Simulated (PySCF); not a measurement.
**C3H2N: g tensor and hyperfine couplings**

Compound: C3H2N (doublet state).
Geometry (GFN2-xTB, Å), atoms numbered from 1 in this order:
```
atom  x, y, z in Å
C1    -1.0837    0.0729    0.1104
C2     0.2040   -0.0144    0.1275
C3     1.5214   -0.1018    0.1455
N4     2.6875   -0.1784    0.1627
H5    -1.6017    0.9527   -0.2533
H6    -1.7245   -0.7289    0.4586
```

As a line formula: `C=[C]C#N` [radical].

Level of theory: UKS B3LYP, pcH-1 on C H N, non-relativistic, mean-field spin-orbit, GIAO in PySCF 2.14.0. Geometry: GFN2-xTB; no solvent, vibrations or thermal averaging. Couplings are sensitive to structure, and on GFN2-xTB geometries they can be far from those on DFT ones. ⟨S²⟩ is 0.774 where a pure state has 0.75.

```json
{
  "g1, g2, g3": "2.00084, 2.00228, 2.00378",
  "g_iso": "2.00230",
  "Form of g": "rhombic: the two nearest values differ by 49 % of g3 − g1",
  "⟨S²⟩": "0.7739 (exact 0.7500)",
  "HOMO–LUMO gap, α and β orbitals": "4.55, 4.86 eV",
  "Total energy": "-170.17201 Eh",
  "Basis functions": "120"
}
```

Isotropic coupling and dipolar principal values T1 to T3, in mT; ρ(0) is the spin density at the nucleus (MHz turned into mT with g_iso):

```tsv
atom	isotope	a_iso	T1	T2	T3	Mulliken spin population	ρ(0) (bohr⁻³)
C1	13C	-1.99	-0.61	0.22	0.39	-0.17	-0.0496
C2	13C	2.43	-2.52	-1.85	4.37	0.80	0.0606
C3	13C	-2.50	-0.75	-0.15	0.90	-0.24	-0.0622
N4	14N	0.41	-0.83	-0.52	1.35	0.48	0.0357
H5	1H	5.37	-0.14	-0.10	0.25	0.06	0.0337
H6	1H	5.37	-0.14	-0.10	0.25	0.06	0.0337
```

The Mulliken spin populations are largest on C2 (+0.80), N4 (+0.48), C3 (-0.24) and C1 (-0.17).

Axes: g1 points within 1° of the C2–C3 bond and g3 is normal to the molecular plane.

Under fast tumbling the dipolar parts average out, and these isotropic splittings remain: 2 × 1H (H5/H6, I = 1/2, 3 lines) with 5.37 mT and 1 × 14N (N4, I = 1, 3 lines) with 0.41 mT.

The 13C coupling of C3 (-69.9 MHz) shows only in satellite lines or after enrichment, since that isotope makes up about 1.07 % of natural carbon.

On one thread of an x86-64 server, no GPU (shared host), this took 17 s of wall time.
